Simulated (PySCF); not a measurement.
# P2: bond curves at several levels of theory

The task here is to estimate one member of a computed series from the others.

The runs use PySCF 2.14.0; P def2-SVP, no relativity.

Set-up of the first run:

Settings of the job:

```json
{"atoms": "P, P", "charge": "0", "basis": "P def2-SVP", "Hamiltonian": "no relativity", "basis functions": "36", "electrons treated": "30", "masses in u": "30.9738, 30.9738", "levels": "PBE0, PBE, r²SCAN, B3LYP, TPSSh, r²SCANh, ωB97X, HF, MP2, SCS-MP2, CCSD, CCSD(T)", "grid": "80 radial by 434 angular points", "occupations": "held fixed by the projection of orbital angular momentum", "dissociation limit": "P + P, each in its ground configuration", "starting distance in angstrom": "2.130", "values of 2S to try": "0, 2, 4"}
```

The run is started by

```console
$ OMP_NUM_THREADS=1 python dia.py task.json out
```

Steps of the session up to this table: The job; First curve: PBE0; Higher solutions at PBE0; PBE (GGA); r²SCAN; B3LYP; TPSSh (hybrid meta-GGA); r²SCANh; ωB97X (range-separated hybrid); RHF; Adding correlation.

One of the session's tables, all rows but one given; the rest of the session is left out.

| level | Re (Å) | ωe (cm⁻¹) | De (eV) |
| --- | --- | --- | --- |
| RHF | 1.857 | 924 | 1.40 |
| RHF-MP2 | 1.929 | 730 | 4.16 |
| RHF-SCS-MP2 | 1.925 | 743 | 4.12 |
| RHF-CCSD | 1.905 | 808 | 3.69 |
| RHF-CCSD(T) | 1.919 | 775 | 4.03 |
| PBE | 1.915 | 783 | 5.17 |
| r²SCAN | 1.901 | 813 | 4.70 |
| TPSSh | ? | ? | ? |
| r²SCANh | 1.893 | 828 | 4.55 |
| B3LYP | 1.899 | 813 | 4.87 |
| PBE0 | 1.891 | 834 | 4.67 |
| ωB97X | 1.869 | 885 | 4.78 |
| measured | 1.8934 | 780.77 | n/a |

**Question.** Estimate the row for TPSSh.

The run gave: Re (Å): 1.900; ωe (cm⁻¹): 813; De (eV): 4.71. In the column «Re (Å)» it lies between B3LYP (1.899) and r²SCAN (1.901).

De is counted to P + P in their ground configurations.
